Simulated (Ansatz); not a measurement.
AlH3O, SMILES [OH][AlH2]: a rigid torsion scan, run with Ansatz 0.2.0, Python API.

Script `alh3o.py`:
```python
"""Rigid torsion scan of AlH3O."""

import warnings

import ansatz as az
from ase import Atoms

warnings.simplefilter("ignore", az.DeckWarning)

atoms = Atoms(["O", "Al", "H", "H", "H"], positions=[
    (0.978, -1.0187, 0.3263),
    (-0.1572, 0.3724, -0.2973),
    (0.4059, -1.3538, 1.0713),
    (-1.1865, 0.08, -1.4096),
    (0.0098, 1.8465, 0.2678),
])

# relax first, so that the scan starts from a minimum
first = (
    az.Crystal.molecule_from_ase(atoms).calculation()
    .basis(gaussian="6-31G*")  # the orbital basis, by name
    .functional("pbe0")
    .relax(force_tolerance=0.02, max_steps=80)
)
atoms.positions = first.run(threads=1, pin="off").report["positions_ang"]

start = atoms.get_dihedral(3, 1, 0, 2)
energies = {}
for turn in range(0, 360, 40):
    turned = atoms.copy()
    turned.set_dihedral(3, 1, 0, 2, start + turn, indices=[0, 2])
    job = (
        az.Crystal.molecule_from_ase(turned).calculation()
        .basis(gaussian="6-31G*")  # the orbital basis, by name
        .correlation("MP2")
    )
    energies[round((start + turn) % 360)] = job.run(threads=1, pin="off").report["free_energy_ev"]
floor = min(energies.values())
print("dihedral H3-Al1-O0-H2 (deg)   E - E(min) (eV)")
for angle, e in sorted(energies.items()):
    print(f"{angle:8d} {(e - floor):14.3f}  " + "#" * int(30 * (e - floor) / max(max(energies.values()) - floor, 1e-9)))
```

Where along the turn do the lowest and the highest point lie, and how far apart are they?

The lowest point is at 360° and the highest at 80°, 0.231 eV (22.3 kJ/mol) above it, with the rest of the molecule held.

The run itself:

```console
$ python alh3o.py
dihedral H3-Al1-O0-H2 (deg)   E - E(min) (eV)
      40          0.095  ############
      80          0.231  #############################
     120          0.183  #######################
     160          0.038  ####
     200          0.038  ####
     240          0.182  #######################
     280          0.231  ##############################
     320          0.095  ############
     360          0.000
```

What to keep in mind:
- The scan is rigid and the energies are electronic, in a modest basis. With rigid groups the curve can differ much from the relaxed path, the start wasn't checked as a minimum of this torsion, and equivalent turns needn't return to the same energy.
- The start is relaxed with a density functional and scanned with the wavefunction method, so it isn't exactly that method's minimum.
- It ran for 11 s on 1 thread of Intel(R) Xeon(R) Processor @ 2.30GHz (shared host), peak memory 0.22 GiB.
